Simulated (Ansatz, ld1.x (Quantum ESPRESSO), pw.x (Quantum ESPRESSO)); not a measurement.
**Equation-of-state test of one TM potential (aluminium)**

```
Element                 : Al (Z = 13)
Generator               : ld1.x (Quantum ESPRESSO) 7.5
Type                    : norm-conserving Troullier–Martins (Kleinman–Bylander form)
Functional              : PBEsol
Relativity              : scalar-relativistic
Frozen core             : [Ne]
Valence charge          : 3
Reference configuration : 3s1.5 3p1.5
Partial waves           : 3p (bound): rc 1.70 bohr; 3d channel at 0.25 Ry: rc 1.85 bohr; 3s (bound): rc 2.10 bohr
Local potential         : the s channel
Core correction         : none
```

Crystal test: bcc Al in pw.x 7.5, no spin, 14³ k-points, Fermi–Dirac smearing 0.01 Ry, cutoffs 45/180 Ry. The lattice is a test structure that the element need not adopt, and mesh and smearing are coarse.

pw.x input:

```
&control
  calculation='scf', prefix='x', pseudo_dir='./', outdir='./tmp', tstress=.true., disk_io='none'
/
&system
  ibrav=0, nat=1, ntyp=1, ecutwfc=45, ecutrho=180, nbnd=8,
  occupations='smearing', smearing='fd', degauss=0.01
/
&electrons
  conv_thr=1e-09, mixing_beta=0.4, electron_maxstep=70
/
ATOMIC_SPECIES
Al 1.0 Al.UPF
CELL_PARAMETERS angstrom
  -1.60619344 1.60619344 1.60619344
  1.60619344 -1.60619344 1.60619344
  1.60619344 1.60619344 -1.60619344
ATOMIC_POSITIONS crystal
Al 0.0000 0.0000 0.0000
K_POINTS automatic
14 14 14 0 0 0
```

```bash
pw.x < Al.scf.in > Al.scf.out
```

How does the run end?

It converges; the pressure is -0.24 GPa against 0.16 GPa from all-electron LAPW.  The log shows:

```
     using ibrav=0 with symmetry is DISCOURAGED, use correct ibrav instead
     lattice parameter (alat)  =       5.2572  a.u.
     unit-cell volume          =     111.8536 (a.u.)^3
     number of electrons       =         3.00
     number of Kohn-Sham states=            8
     kinetic-energy cutoff     =      45.0000  Ry
     charge density cutoff     =     180.0000  Ry
     scf convergence threshold =      1.0E-09
     Exchange-correlation= PBESOL
     number of k points=   104  Fermi-Dirac smearing, width (Ry)=  0.0100
     iteration #  1     ecut=    45.00 Ry     beta= 0.40
     total energy              =      -4.16235435 Ry
     estimated scf accuracy    <       0.00308738 Ry
     iteration #  2     ecut=    45.00 Ry     beta= 0.40
     total energy              =      -4.16225275 Ry
     estimated scf accuracy    <       0.00101359 Ry
     iteration #  3     ecut=    45.00 Ry     beta= 0.40
     total energy              =      -4.16227552 Ry
     estimated scf accuracy    <       0.00000149 Ry
     iteration #  4     ecut=    45.00 Ry     beta= 0.40
     total energy              =      -4.16227610 Ry
     estimated scf accuracy    <       0.00000048 Ry
     iteration #  5     ecut=    45.00 Ry     beta= 0.40
     total energy              =      -4.16227611 Ry
     estimated scf accuracy    <          3.3E-09 Ry
     iteration #  6     ecut=    45.00 Ry     beta= 0.40
     the Fermi energy is     7.8181 ev
!    total energy              =      -4.16227611 Ry
     estimated scf accuracy    <          1.3E-10 Ry
     smearing contrib. (-TS)   =      -0.00172771 Ry
     The total energy is F=E-TS. E is the sum of the following terms:
     one-electron contribution =       2.82769771 Ry
     hartree contribution      =       0.00458684 Ry
     xc contribution           =      -1.59740721 Ry
     ewald contribution        =      -5.39542574 Ry
     convergence has been achieved in   6 iterations
          total   stress  (Ry/bohr**3)                   (kbar)     P=       -2.44
     Message from routine punch:
     Nothing written, as per user request (disk_io='none')
```
